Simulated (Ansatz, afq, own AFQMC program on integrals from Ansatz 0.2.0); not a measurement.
AFQMC on a folder of integrals that Ansatz 0.2.0 wrote.

```yaml
crystal:
  periodic: [false, false, false]
  atoms:
    - {symbol: Ge, position_ang: [-0.001989, 0.000001, 1.207499]}
    - {symbol: Ge, position_ang: [-0.001381, -0.000001, -1.281547]}
    - {symbol: H, position_ang: [1.500233, -0.000013, 1.588157]}
    - {symbol: H, position_ang: [-0.628647, 1.243483, 1.874144]}
    - {symbol: H, position_ang: [-0.628670, -1.243469, 1.874145]}
basis:
  gaussian: {orbitals: cc-pVDZ}
magnetization: {spin_polarized: true, initial_magnetization: 1}
correlation: {method: ccsd_t, electrons: outside_noble_gas, hamiltonian_folder: ham}
```

```sh
$ ansatz run in.yaml --threads 1 --pin off --events-out ev --progress --plain --max-ram 1382MiB
```

afq runs on the folder ham with

```
--method phaseless --trial hf --walkers 120 --populations 1 --least-time 40 --time-step 0.005 --steps-per-block 20 --equilibration-blocks 112 --max-blocks 600 --target-error 0.0012000 --factor-cut 1e-05 --start spin_pure --seed 895 --taylor-order 6
```

Times are imaginary, in 1/Eh. The walk had a cap of 1706 s. Filled inner d shells are frozen with the cores.

afq prints:

```
orbitals 41  electrons 6 5  factors 334 of 784
reference energy -4152.37167851 Eh
CCSD correlation -0.19540332 Eh in 16 cycles, weight of the determinant in the CISD state 0.8639
energy of the start -4152.372012 Eh
 block  time / (1/Eh)  mean weight  energy / Eh
     1     0.100  1.0011  -4152.402733
     2     0.200  1.0011  -4152.429868
     3     0.300  1.0020  -4152.450831
     4     0.400  1.0007  -4152.460228
     5     0.500  1.0000  -4152.474827
     8     0.800  1.0011  -4152.514151
    18     1.800  0.9999  -4152.568688
    69     6.900  0.9992  -4152.564934
   120    12.000  0.9984  -4152.576643
   171    17.100  0.9995  -4152.567104
   222    22.200  1.0005  -4152.584080
   273    27.300  1.0009  -4152.551366
   324    32.400  1.0007  -4152.571868
   375    37.500  1.0005  -4152.570106
   426    42.600  0.9989  -4152.572205
   477    47.700  1.0011  -4152.583411
   528    52.800  1.0021  -4152.570434
   579    57.900  1.0004  -4152.579000
   630    63.000  0.9994  -4152.573828
   664    66.400  0.9992  -4152.547583
   681    68.100  0.9994  -4152.585567
   698    69.800  0.9996  -4152.599771
blocks merged  error / Eh  count
     1  0.000480  600
     2  0.000647  300
     4  0.000857  150
     8  0.001083  75
    16  0.001423  37
    32  0.001789  18
    64  0.001524  9
energy -4152.572199 +/- 0.001789 Eh
(rows thinned)
```

The run failed at least one of its tests; the cautions name the faults.

Against this walk (error 48.7 meV) on the same determinant: CCSD(T) 5.8 meV higher (within the noise), the released energy of a separate walk with a CISD trial 31.0 ± 50.4 meV lower (within the noise), a separate phaseless walk with a CISD trial and standard settings 17.8 ± 49.9 meV lower (within the noise). The error is statistical and leaves out the bias of the constraint.

Cautions: constraint bias not in the error; error not settled; error above the target (48.7 against 32.7 meV); no relativity below Rb; no spin-orbit coupling; inner d shell frozen.

The walk took 2.6 min on 1 thread of AMD EPYC 9R45 96-Core Processor (Zen 5) (shared host). The log's last line is the phaseless energy.

A walk keeps the symmetry of its determinant, which the program's search chose and which needn't be the lowest solution, so a lower state of the same spin and another symmetry isn't excluded.
